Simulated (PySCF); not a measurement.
Molecule: `[SiH2](P)Cl`, ClH$_{4}$PSi.

Numbering as in the mapped SMILES `[PH2:1][SiH2:2][Cl:3]`; H(Xn) means a hydrogen on atom n.

Geometry PBE0-D3(BJ)/def2-SVP throughout; GIAO in PySCF 2.14.0 with density-fitted response routines, gas phase, one conformer, non-relativistic; equivalent atoms averaged; basis pcSseg-2.

Task: How do the shifts δ (against H3PO4, TMS, HCl at the same level) depend on the functional? (ppm; last column core-seconds on 1 thread of an Arm Neoverse V2, shared host)

Result: 
```csv
functional,kind,P1,Si2,Cl3,H(Si2),H(P1),core-s
PBE0,global hybrid,-279.3,-5.7,-39.7,5.63,1.93,8.9
mPW1PW91,global hybrid,-276.7,-5.3,-42.4,5.59,1.91,9.2
WP04,global hybrid,-231.2,-1.8,-62.7,4.95,1.63,9.2
B97-2,global hybrid,-269.8,-5.9,-43.8,5.54,1.91,9.3
BHandHLYP,global hybrid,-262.2,-7.5,-54.8,5.33,1.84,9.2
CAM-B3LYP,range-separated hybrid,-273.0,-6.6,-44.3,5.47,1.87,13
wB97X-D,range-separated hybrid,-278.5,-7.2,-48.0,5.48,1.90,13
LC-wPBE,range-separated hybrid,-292.3,-7.6,-55.7,5.35,1.87,15
```

Task: Which nucleus moves most, in ppm?

Result: P1 (phosphorus bonded to Si, 2 H): from -292.3 ppm with LC-wPBE to -231.2 ppm with WP04. The smallest spread is 0.30 ppm, at H(P1).
